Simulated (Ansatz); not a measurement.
Input file for Ansatz (a quantum-chemistry and plane-wave program): U-wB97M-V/def2-TZVPP on SiH2 (SMILES [SiH2], charge +1), 2S+1 = 2, atoms moved off the minimum. Charge +1.

Ansatz 0.2 input:
```yaml
crystal:
  periodic: [false, false, false]
  atoms:
    - {symbol: Si, position_ang: [0.02442545, 0.08974785, -0.00109968]}
    - {symbol: H, position_ang: [-1.29383072, -0.64068641, -0.01494579]}
    - {symbol: H, position_ang: [1.29375288, -0.69337689, -0.06319929]}
basis:
  gaussian:
    orbitals: def2-TZVPP
hamiltonian:
  xc: {name: wB97M-V}
total_charge: 1
magnetization: {spin_polarized: true, initial_magnetization: 1}
output: {forces: true}
```

Output:

```
WARN ansatz: RAYON_NUM_THREADS=1 ignored (pool sized by the plan → 1); use --threads N
Functional definition: wB97M-V
integrals: 0.02 GiB planned
409 factors; their error is unknown
integrals: 0.05 GiB planned
94 factors; integrals over basis functions are off by at most 7.3e-5 eV
mean field: 0.24 GiB planned
mean field evaluation 1: about -7898.0053 eV, gradient 6.8e0 eV
mean field evaluation 2: about -7898.2677 eV, gradient 1.7e0 eV
mean field evaluation 4: about -7898.2847 eV, gradient 1.2e-1 eV
mean field evaluation 8: about -7898.2894 eV, gradient 2.2e-2 eV
mean field -7898.28942849 eV, -290.2567828441 hartree, gradient 5.0e-5 eV, S^2 0.751342; 0 other end points of the search recorded, 0 dependent functions left out
the calculation of the forces begins
reference -7898.28946485 eV, -290.2567841804 hartree; 8, 7 occupied and 62, 63 virtual orbitals, 409 factors
Total energy: -7898.28946485 eV, -290.2567841804 hartree
Atom 0 at     0.024425     0.089748    -0.001100 Å, force    -0.211739    -0.272721    -0.010110 eV/Å
Atom 1 at    -1.293831    -0.640686    -0.014946 Å, force     0.371235     0.190307     0.003118 eV/Å
Atom 2 at     1.293753    -0.693377    -0.063199 Å, force    -0.159495     0.082414     0.006992 eV/Å
Dipole moment:     0.000643     0.020127     0.001010 e Å
```

The run converged.

Cost: roughly 1.1 core-seconds.
